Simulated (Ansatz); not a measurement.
A nudged elastic band was laid between two geometries of ClH3OSi + H2 (8 atoms, charge 0, multiplicity 1).

These are results of RKS PBE0/def2-SVP (Ansatz), not measurements.

```
movable images  : 5
climbing image  : yes
spring          : 5.0 eV/Å²
optimiser       : quadratic models (default)
start path      : through a guess of the saddle point
force threshold : 0.05 eV/Å
iteration limit : 60
end points      : relaxed
```

Image 0:

```xyz
8
Properties=species:S:1:pos:R:3
Si -0.326 -0.500 -0.272
O -0.176 0.215 1.213
H 0.054 -0.347 1.961
Cl 1.470 -1.314 -0.895
H -0.718 0.578 -1.208
H -1.308 -1.619 -0.246
H 1.380 2.888 2.243
H 0.993 2.300 1.950
```

Image 6:

```xyz
8
Properties=species:S:1:pos:R:3
Si 0.517 -0.195 -0.198
O -0.706 0.896 1.918
H -0.759 1.853 1.812
Cl 1.462 -1.046 -1.859
H -0.622 0.586 -0.745
H 0.103 -1.333 0.661
H 1.550 0.665 0.440
H -0.176 0.776 2.714
```

(1) What changes between the two ends?

(2) Give the energies along the band, and the barrier.

(3) What is the geometry of the highest image?

The band took 17 iterations and about 2.6 core-minutes.

Results:

(1) Bonds broken: Si1–O2, H7–H8. Bonds formed: Si1–H7, O2–H8. ClH3OSi + H2 becomes ClH3Si + H2O.

(2) The run converged. The highest image is number 4 of 0 to 6, 2.13 eV above the first end and 1.63 eV above the last; the last end lies 0.51 eV above the first. Neighbouring images differ by up to 1.7 eV, so the band resolves the path poorly. A vibrational analysis at the climbing image gives one clearly imaginary mode, 1300i cm⁻¹: a first-order saddle point. The orbitals stay closed-shell, which can raise the energy where a bond breaks towards radicals; this wasn't checked here.

```json
{"image": "0", "path coordinate (Å)": "0.00", "energy (eV)": "0.00", "Si1–O2 (Å)": "1.66", "H7–H8 (Å)": "0.76", "Si1–H7 (Å)": "4.55"}
{"image": "1", "path coordinate (Å)": "1.08", "energy (eV)": "0.01", "Si1–O2 (Å)": "1.65", "H7–H8 (Å)": "0.76", "Si1–H7 (Å)": "4.04"}
{"image": "2", "path coordinate (Å)": "2.17", "energy (eV)": "0.06", "Si1–O2 (Å)": "1.66", "H7–H8 (Å)": "0.76", "Si1–H7 (Å)": "3.21"}
{"image": "3", "path coordinate (Å)": "3.25", "energy (eV)": "0.44", "Si1–O2 (Å)": "1.67", "H7–H8 (Å)": "0.76", "Si1–H7 (Å)": "2.53"}
{"image": "4", "path coordinate (Å)": "4.34", "energy (eV)": "2.13", "Si1–O2 (Å)": "1.87", "H7–H8 (Å)": "1.09", "Si1–H7 (Å)": "1.72"}
{"image": "5", "path coordinate (Å)": "6.06", "energy (eV)": "0.62", "Si1–O2 (Å)": "2.49", "H7–H8 (Å)": "2.24", "Si1–H7 (Å)": "1.49"}
{"image": "6", "path coordinate (Å)": "7.78", "energy (eV)": "0.51", "Si1–O2 (Å)": "2.68", "H7–H8 (Å)": "2.86", "Si1–H7 (Å)": "1.49"}
```

(3) 
```xyz
8
Properties=species:S:1:pos:R:3
Si 0.147 0.039 0.043
O -0.070 0.316 1.880
H -0.912 0.300 2.364
Cl 1.806 -0.743 -0.964
H -0.670 0.990 -0.764
H -0.669 -1.218 0.113
H 1.141 1.337 0.569
H 0.596 1.181 1.505
```

The run took 2.6 min on 1 thread of Arm Neoverse V2, on a shared host, peak memory 0.16 GiB.
